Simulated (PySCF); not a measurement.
# Electronic absorption of P4

P₄.
Geometry (PBE0-D3(BJ)/def2-SVP, Å), atoms numbered from 1 in this order:
```
atom  x, y, z in Å
P1     1.2358   -0.2020   -0.5320
P2    -0.4504    1.2046   -0.3817
P3    -0.8273   -0.9632   -0.4557
P4     0.0799   -0.0647    1.3364
```

Computed with TDDFT B3LYP/def2-SVPD, vertical, gas phase, core orbitals frozen in the response in PySCF.

Task: List the vertical singlet excitations with oscillator strengths and describe the spectrum.

Result: 

```json
{"state": "S1", "E (eV)": "5.20", "E (kJ/mol)": "502", "λ (nm)": "238.4", "f": "0.0000", "symmetry": "–", "main configurations (H = HOMO, L = LUMO)": "H-1/H→L/L+1/L+2 (≥92%)"}
{"state": "S2", "E (eV)": "5.20", "E (kJ/mol)": "502", "λ (nm)": "238.2", "f": "0.0000", "symmetry": "–", "main configurations (H = HOMO, L = LUMO)": "H-1/H→L/L+1/L+2 (≥81%)"}
{"state": "S3", "E (eV)": "5.20", "E (kJ/mol)": "502", "λ (nm)": "238.2", "f": "0.0000", "symmetry": "–", "main configurations (H = HOMO, L = LUMO)": "H-1/H→L/L+1/L+2 (≥80%)"}
{"state": "S4", "E (eV)": "5.47", "E (kJ/mol)": "528", "λ (nm)": "226.7", "f": "0.0000", "symmetry": "–", "main configurations (H = HOMO, L = LUMO)": "H-1/H→L+3 (≥55%), H-1/H→L+4 (≥32%)"}
{"state": "S5", "E (eV)": "5.47", "E (kJ/mol)": "528", "λ (nm)": "226.6", "f": "0.0000", "symmetry": "–", "main configurations (H = HOMO, L = LUMO)": "H-1/H→L+4 (≥58%), H-1/H→L+3 (≥31%)"}
{"state": "S6", "E (eV)": "5.48", "E (kJ/mol)": "529", "λ (nm)": "226.3", "f": "0.0000", "symmetry": "–", "main configurations (H = HOMO, L = LUMO)": "H-1/H→L+5 (≥88%)"}
{"state": "S7", "E (eV)": "5.59", "E (kJ/mol)": "539", "λ (nm)": "221.8", "f": "0.0059", "symmetry": "T2", "main configurations (H = HOMO, L = LUMO)": "H-1/H→L+4 (≥30%), H-1/H→L/L+1/L+2 (≥30%), H-1/H→L+3 (≥15%)"}
{"state": "S8", "E (eV)": "5.59", "E (kJ/mol)": "539", "λ (nm)": "221.8", "f": "0.0058", "symmetry": "T2", "main configurations (H = HOMO, L = LUMO)": "H-1/H→L+3 (≥31%), H-1/H→L/L+1/L+2 (≥25%), H-1/H→L+4 (≥13%)"}
{"state": "S9", "E (eV)": "5.59", "E (kJ/mol)": "540", "λ (nm)": "221.7", "f": "0.0061", "symmetry": "T2", "main configurations (H = HOMO, L = LUMO)": "H-1/H→L+5 (≥44%), H-1/H→L/L+1/L+2 (≥40%)"}
```

Triplets (Tamm–Dancoff): T1 4.59 eV, H-1/H→L/L+1/L+2 (≥80%); T2 4.59 eV, H-1/H→L/L+1/L+2 (≥80%); T3 4.60 eV, H-1/H→L/L+1/L+2 (≥78%).

The lowest singlet level (S1/S2/S3) comes at 238 nm (502 kJ/mol) in the ultraviolet; it is dark (f under 0.0005). The most intense listed level is S7/S8/S9 at 5.59 eV (222 nm, f = 0.018 summed), 0.39 eV above S1. It is the last of those listed, so stronger ones may follow. S1/S2/S3, S4/S5/S6 and S7/S8/S9 lie within about 0.01 eV of each other in each set; the point group Td has degenerate representations, and within a degenerate level the listed configurations can mix freely. The oscillator strengths of these states sum to 0.018; summed over the whole spectrum of an exact calculation they would give the number of electrons, 60 (Thomas–Reiche–Kuhn). Orbital energies (eV): HOMO-3 -8.17, HOMO-2 -8.17, HOMO-1 -7.37, HOMO -7.36, LUMO -0.89, LUMO+1 -0.89, LUMO+2 -0.89. Of the 9 states listed, none reaches f = 0.01 and 6 stay under 0.0005. All these states lie below the vertical ionisation energy of 9.58 eV (ΔSCF). Symmetry labels in Td follow from the direction of the transition dipole and are given only for states with f of 0.002 or more. Orbitals of the list HOMO-3 to LUMO+2 that lie within 0.01 eV of each other are written together with a slash and their weights summed (≥ marks a lower bound); for degenerate orbitals outside that list single weights are arbitrary. The window holds the lowest 10 singlets. The highest level found (5.76 eV, f 0.014 so far) is left out, since the window may have cut off a degenerate partner.
